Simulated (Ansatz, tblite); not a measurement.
# The cluster PbCl2+: which isomer is lowest

The task here is to estimate one member of a computed series from the others.

The runs use Ansatz 0.2.0, Gaussian basis; relaxed with PBE0-D4/def2-TZVP, doublet.

### Where the work starts

3 atoms, charge 1, spin multiplicity 2.

Atoms are counted from 1 here; the program's logs count them from 0.

Bond lengths: Pb1–Cl2 2.512 Å, Pb1–Cl3 2.512 Å. Angles: Cl2–Pb1–Cl3 63.5°.

Geometry (Å):

```csv
atom,x (Å),y (Å),z (Å)
Pb1,0.0770,-0.2622,1.3976
Cl2,-0.7392,1.2260,-0.4548
Cl3,0.6622,-0.9638,-0.9428
```

Pb takes a core potential in the def2 sets. No spin-orbit coupling is included. The ion is computed in the gas phase, without counter-ions or solvent.

A search from random starts with GFN1-xTB found 2 distinct shapes; 2 go on here. The structure above is candidate A, which lies 0.00 eV above the lowest at that level; B lies 0.19 eV above the lowest at that level.

Set-up of the first run:

The input, in.yaml:

```yaml
crystal:
  periodic: [false, false, false]
  atoms:
    - {symbol: Pb, position_ang: [0.077020, -0.262230, 1.397600]}
    - {symbol: Cl, position_ang: [-0.739220, 1.225990, -0.454770]}
    - {symbol: Cl, position_ang: [0.662190, -0.963760, -0.942840]}
basis:
  gaussian: {orbitals: def2-TZVP}
total_charge: 1
magnetization: {spin_polarized: true, initial_magnetization: 1}
hamiltonian: {xc: pbe0, dispersion: d4}
scf: {lower_state_search: "off"}
output: {orbitals: {seedname: orbitals}}
relax: {f_tol: 0.02, max_steps: 100}
```

Started as:

```bash
> ansatz run in.yaml --threads 4 --pin off --events-out ev --progress --plain --max-ram 3916MiB
```

Steps of the session up to this table: Relaxing candidate A; Relaxing candidate B; Candidate B, PBE0-D4/def2-TZVP; Candidate B, PBE-D4/def2-TZVP; Candidate B, r2SCAN-D4/def2-TZVP; Candidate B, LDA/def2-TZVP; Candidate B, HSE06-D4/def2-TZVP; Candidate B, CCSD(T)/def2-TZVPP.

One of the session's tables, all rows but one given; the rest of the session is left out.

It belongs to the step «B against A». 

```
             method  B above A (kJ/mol)
           GFN1-xTB                28.3
           GFN2-xTB                35.2
      HF/def2-TZVPP                20.4
      LDA/def2-TZVP                32.6
   PBE-D4/def2-TZVP                32.6
r2SCAN-D4/def2-TZVP                31.6
  PBE0-D4/def2-TZVP                32.1
 HSE06-D4/def2-TZVP                31.6
     MP2/def2-TZVPP                42.6
    CCSD/def2-TZVPP                30.1
 CCSD(T)/def2-TZVPP                   ?
```

Q: Estimate the row for CCSD(T)/def2-TZVPP from the others.

The run gave: B above A (kJ/mol): 29.2. In the column «B above A (kJ/mol)» it lies between GFN1-xTB (28.3) and CCSD/def2-TZVPP (30.1).

Limits of these values: A random search of this size may have missed the true lowest shape. Only doublets are compared; another spin may lie lower and prefer another shape.
